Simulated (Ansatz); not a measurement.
# AlH2OSi radical (SMILES [O]1[Al][SiH2]1): functionals against CCSD(T) at one geometry

A test off equilibrium: a structure displaced at random from a GFN2-xTB minimum is computed at several levels, and each is set against CCSD(T).

Computed with Ansatz 0.2.0, Gaussian basis. Level: single points in def2-TZVPP.

Cores are frozen in the correlated methods. Orbitals are unrestricted.

## (1) The starting structure

SMILES `[O]1[Al][SiH2]1`, 5 atoms, charge 0, spin multiplicity 2.

Atoms are counted from 1 here; the program's logs count them from 0.

Bond lengths: O1–Al2 1.726 Å, O1–Si3 1.587 Å, Al2–Si3 2.461 Å, Si3–H4 1.469 Å, Si3–H5 1.518 Å. Angles: Al2–O1–Si3 95.8°, O1–Al2–Si3 39.9°, O1–Si3–Al2 44.2°, O1–Si3–H4 113.8°, O1–Si3–H5 111.1°, Al2–Si3–H4 126.7°, Al2–Si3–H5 123.9°, H4–Si3–H5 109.1°.

As a file:

```csv
atom,x (Å),y (Å),z (Å)
O1,-0.1331,-0.0992,1.1462
Al2,1.3804,-0.9080,1.3304
Si3,-0.0428,0.0556,-0.4307
H4,-1.1242,-0.6242,-1.1556
H5,-0.0151,1.5189,-0.8354
```

## (2) CCSD(T)/def2-TZVPP

Input file run/in.yaml:

```yaml
crystal:
  periodic: [false, false, false]
  atoms:
    - {symbol: O, position_ang: [-0.133100, -0.099200, 1.146200]}
    - {symbol: Al, position_ang: [1.380400, -0.908000, 1.330400]}
    - {symbol: Si, position_ang: [-0.042800, 0.055600, -0.430700]}
    - {symbol: H, position_ang: [-1.124200, -0.624200, -1.155600]}
    - {symbol: H, position_ang: [-0.015100, 1.518900, -0.835400]}
basis:
  gaussian: {orbitals: def2-TZVPP}
magnetization: {spin_polarized: true, initial_magnetization: 1}
correlation: {method: ccsd_t}
scf: {omitted_lower_state_checks: [cluster_reference]}
output: {forces: true}
```

No record of the launch command was kept for these runs.

## (3) PBE0-D4/def2-TZVPP

run/in.yaml, as its differences from that of step 2:

```diff
@@ -11,4 +11,3 @@
 magnetization: {spin_polarized: true, initial_magnetization: 1}
-correlation: {method: ccsd_t}
-scf: {omitted_lower_state_checks: [cluster_reference]}
-output: {forces: true}
+hamiltonian: {xc: pbe0, dispersion: d4}
+output: {forces: true, orbitals: {seedname: orbitals}}
```

## (4) wB97M-V/def2-TZVPP

run/in.yaml, as its differences from that of step 3:

```diff
@@ -11,3 +11,3 @@
 magnetization: {spin_polarized: true, initial_magnetization: 1}
-hamiltonian: {xc: pbe0, dispersion: d4}
-output: {forces: true, orbitals: {seedname: orbitals}}
+hamiltonian: {xc: {name: wB97M-V}}
+output: {forces: true}
```

## (5) r2SCAN-D4/def2-TZVPP

run/in.yaml, as its differences from that of step 4:

```diff
@@ -11,3 +11,3 @@
 magnetization: {spin_polarized: true, initial_magnetization: 1}
-hamiltonian: {xc: {name: wB97M-V}}
+hamiltonian: {xc: r2scan, dispersion: d4}
 output: {forces: true}
```

## (6) PBE-D4/def2-TZVPP

run/in.yaml, as its differences from that of step 5:

```diff
@@ -11,3 +11,3 @@
 magnetization: {spin_polarized: true, initial_magnetization: 1}
-hamiltonian: {xc: r2scan, dispersion: d4}
+hamiltonian: {xc: pbe, dispersion: d4}
 output: {forces: true}
```

## (7) r2SCANh-D4/def2-TZVPP

run/in.yaml, as its differences from that of step 6:

```diff
@@ -11,3 +11,3 @@
 magnetization: {spin_polarized: true, initial_magnetization: 1}
-hamiltonian: {xc: pbe, dispersion: d4}
+hamiltonian: {xc: {name: r2SCANh}, dispersion: d4}
 output: {forces: true}
```

## (8) BLYP-D4/def2-TZVPP

run/in.yaml, as its differences from that of step 7:

```diff
@@ -11,3 +11,3 @@
 magnetization: {spin_polarized: true, initial_magnetization: 1}
-hamiltonian: {xc: {name: r2SCANh}, dispersion: d4}
+hamiltonian: {xc: {name: BLYP}, dispersion: d4}
 output: {forces: true}
```

(Steps that only read results are left out.)

What does the calculation give? Wanted: energy less free atoms, CCSD(T)/def2-TZVPP; RMS force component; RMS force error; HOMO and LUMO, PBE0-D4; T1 diagnostic.

The runs gave:

| quantity | value |
| --- | --- |
| energy less free atoms, CCSD(T)/def2-TZVPP | -15.370 eV |
| RMS force component | 0.884 to 1.151 eV/Å over the methods |
| RMS force error | PBE0-D4 0.180, wB97M-V 0.065, r2SCAN-D4 0.174, PBE-D4 0.253, r2SCANh-D4 0.195, BLYP-D4 0.216 eV/Å |
| HOMO and LUMO, PBE0-D4 | -5.97 and -2.94 eV |
| T1 diagnostic | 0.030 |

What this shows: Against CCSD(T) the functionals' energies less atoms differ by -0.717 to -0.308 eV, PBE-D4 by -0.660 eV. CCSD(T) in triple zeta still lacks some correlation energy of the bonds, so part of these gaps is its own basis error and they don't rank the functionals. On forces the order runs from wB97M-V to PBE-D4. Frozen-core CCSD(T) forces in triple zeta carry basis errors of their own, and this is one geometry, so small gaps rank nothing.
